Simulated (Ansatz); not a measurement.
## Structure relaxation of BeAg

Level of theory: DFT PBE, scalar-relativistic, plane waves, PAW (Ansatz).

The start puts BeAg on the caesium chloride structure type (Pm-3m, No. 221), with Be in place of Cs, Ag in place of Cl, at a guessed volume.

The final relaxation ran on this input, with the default PAW datasets:

```yaml
crystal:
  lattice:
    - [2.948285414, 0.0, 0.0]
    - [0.0, 2.948285414, 0.0]
    - [0.0, 0.0, 2.948285414]
  atoms:
    - { symbol: Be, position: [0.0, 0.0, 0.0] }
    - { symbol: Ag, position: [0.5, 0.5, 0.5] }
basis:
  ecutwfc: 420
kpoints:
  mp_grid: { grid: [18, 18, 18] }
hamiltonian:
  xc: pbe
scf:
  occupations: { method: gaussian, width: 0.1 }
output:
  forces: true
  stress: true
  eigenvalues: true
relax:
  adjacent_minimum: "off"
  f_tol: 0.01
  max_steps: 80
  cell: { stress_tol: 0.05 }
```

Launched as:

```bash
ansatz run input.yaml --threads 1 --pin off --max-ram 2560MiB --backend cpu --events-out ev --progress --plain --runs-dir out
```

It took 6.6 s on 1 thread of Intel(R) Xeon(R) 6975P-C (Granite Rapids), on a shared host, peak memory 0.4 GiB.

End of the output:

```
SCF converged after 5 iterations
Free energy (F): -7683.009102 eV
Harris-Foulkes:  -7683.009102 eV  (|F-HF|=1.36e-11)
Internal energy: -7683.005932 eV  (E = F + TS)
E sigma→0 (E₀):  -7683.007517 eV
Entropy (-TS):   -0.003170 eV (-1.585 meV/atom)
Fermi energy:    14.542565 eV
--- Per-component energies (eV) ---
  E_band       = -285.040241
  E_kinetic    = 544.893437
  E_local      = -2687.077994  (includes V_loc(G=0)·N_el)
  E_nonlocal   = 81.722649
  E_hartree    = 1220.236742
  E_xc         = -204.739468
  E_vxc        = -255.975918  (∫ρ·V_xc dr)
  E_paw        = -3959.118087  (= ΣΔE_a)
  E_vpaw       = -409.075962  (= ΣTr[D̂ρ^β])
  E_aug_tail   = 0.000322  (compensation charges beyond the density's cutoff)
  E_ewald      = -2678.923533
  E_smearing   = -0.003170  (= −TS)
  E_closure    =  0.000000  (closes the sum)
  Σ components = -7683.009102   (vs F -7683.009102, Δ=0.00e0)
--- Forces (eV/Å), atoms counted from 1 ---
  atom   1  Be     0.00000000     0.00000000     0.00000000
  atom   2  Ag     0.00000000     0.00000000     0.00000000
  max |Σ_I F_I| component: 6.41e-30 eV/Å
--- Stress (GPa, compression-positive) ---
        0.039442       0.000000       0.000000
        0.000000       0.039442       0.000000
        0.000000       0.000000       0.039442
  P = ⅓ Tr σ = 0.0394 GPa (0.394 kbar)
--- Relaxed structure (2 steps of the walk, 2 accepted, 1 SCFs on fresh bases) ---
  F+E_penalty+E_count = -7683.00910169 eV   max|allowed force component| = 3.238e-30 eV/Å   (the final SCF, on the basis selected at the relaxed cell)
  cell:  # Å, volume = 25.5966 Å³
    - [2.947095, 0.000000, 0.0]
    - [0.000000, 2.947095, 0.0]
    - [0.000000, 0.0, 2.947095]
  atoms:
    - { symbol: Be, position: [0.000000, 0.000000, 0.000000] }
    - { symbol: Ag, position: [0.5, 0.5, 0.5] }
```

Absolute energies hang on the potentials; compare differences alone.

The result has space group Pm-3m (No. 221). Be has 8 Ag at 2.55 Å and 6 Be at 2.95 Å; Ag has 8 Be at 2.55 Å and 6 Ag at 2.95 Å.

Against the elements it lies at 0.15 eV/atom. Energies over the elements count from the elements' standard structures at the same level, with no empirical corrections.

For metals, differences of a few meV/atom aren't resolved.

Symmetry constrained the relaxation, so the result can be a saddle point.